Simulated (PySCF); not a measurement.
Structure with atom numbers: `[OH:1][PH2:2]`. Each H is labelled by its parent atom.

PySCF 2.14 calculation with geometry: PBE0-D3(BJ)/def2-TZVP and PBE0/pcSseg-2 with gauge-including orbitals; no solvent, relativity neglected, single conformer, fast rotation and ring inversion assumed for equivalent nuclei.

Shifts are taken against calculated references (same method and geometry level): TMS for ¹H (σref 31.52); ¹⁷O (σref 329.54) against H2O; ³¹P (σref 310.75) against H3PO4.

```csv
atoms,nucleus,count,Hirshfeld charge,δ (ppm)
H(O1),¹H,1,0.17,?
O1,¹⁷O,1,-0.27,-20.5
P2,³¹P,1,0.14,33.9
H(P2),¹H,2,-0.02,?
```

Complete the table.

Results:


- H(P2): 6.77 ppm, hydrogen on a phosphorus bonded to O
- H(O1): 0.25 ppm, hydrogen on an oxygen bonded to P; exchangeable, gas-phase position

The OH or NH signal is concentration- and solvent-dependent in practice; the value given is the gas-phase one. Experimental scales use liquid or dissolved standards, which lie at an offset from isolated H2O (liquid H2O: subtract about 36 ppm) and H3PO4.
